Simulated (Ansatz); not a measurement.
`[Na][SH]` + H₂O → `[OH][Na]` + H₂S at 500 K and 1 bar (formal hydrolysis of the Na–S bond).

Calculated with Ansatz (gas phase, PBE0-D4/def2-TZVP geometries, no zero-point term in ΔE). CCSD(T)/CBS adds triple-zeta CCSD(T) − MP2 to the extrapolated MP2 energy (def2 sets, frozen cores). This one scheme is used for every species. For Na outer-core shells are correlated without core-valence functions, which leaves a few kJ/mol of doubt a bond.

```csv
species,CCSD(T)/CBS energy (Eh),H − E (kJ/mol),S (J/(mol·K))
`[Na][SH]`,-560.50072,41.8,280.9
H₂O,-76.37941,73.2,206.3
`[OH][Na]`,-237.87975,52.0,262.2
H₂S,-398.97279,57.0,224.0
```

H − E and S are ideal-gas, rigid-rotor, harmonic terms from PBE0-D4/def2-TZVP. 1 Eh = 2625.50 kJ/mol, R = 8.31446 J/(mol·K).

Question: By hand: ΔE, ΔH, ΔS and ΔG.

Answer: ΔE = (-237.87975) + (-398.97279) − (-560.50072) − (-76.37941) = 0.02759 Eh = 72.4 kJ/mol. Δ(H − E) = 52.0 + 57.0 − 41.8 − 73.2 = -6.0, so ΔH = 66.4 kJ/mol. ΔS = 262.2 + 224.0 − 280.9 − 206.3 = -1.0 J/(mol·K). ΔG = 66.4 − 500 × (-1.0)/1000 = 66.9 kJ/mol.

Question: By hand: the equilibrium constant, and the temperature at which ΔG would vanish if ΔH and ΔS stayed fixed.

Answer: log₁₀ K = −ΔG/(RT ln 10) = -7.0. ΔH and −TΔS have one sign here, so there is no such temperature.

The number of gas molecules stays the same, so ΔS is small and ΔH decides. A doubt of 5 kJ/mol in ΔE shifts log₁₀ K by 0.5 here. These are equilibria of isolated gas molecules and say nothing of rates. Largest T1 diagnostic: 0.012 (customary marks: 0.02 for closed shells, 0.045 for open ones).

ΔS is within the doubt of such terms, so its sign, and with it that verdict, could turn.
